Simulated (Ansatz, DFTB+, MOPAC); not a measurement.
Species: CHO, net charge 1, singlet state. SMILES of the parent species: [CH]=O

Atoms: C1, O2, H3. Bonds: C1-O2, C1-H3.

Bond lengths (Å) and angles (degrees) optimised at PM6 with MOPAC; MNDO with MOPAC; SCC-DFTB with DFTB+; HF/STO-3G with Ansatz (a program for electronic structure), each started from the B3LYP-D3(BJ)/def2-TZVP structure (Ansatz) of the last column. A row stands for all coordinates that are equal there. No wavenumbers were computed at MNDO, SCC-DFTB, HF/STO-3G, so these may be saddle points.

```
coordinate    PM6   MNDO  SCC-DFTB  HF/STO-3G  B3LYP-D3(BJ)/def2-TZVP
----------  -----  -----  --------  ---------  ----------------------
C1-O2       1.122  1.142     1.093      1.138                   1.101
C1-H3       1.089  1.081     1.106      1.129                   1.096
O2-C1-H3    180.0  180.0     180.0      180.0                   180.0
```

Mean signed difference of all 2 bond lengths from B3LYP-D3(BJ)/def2-TZVP: PM6 0.007 Å, MNDO 0.013 Å, SCC-DFTB 0.000 Å, HF/STO-3G 0.035 Å.
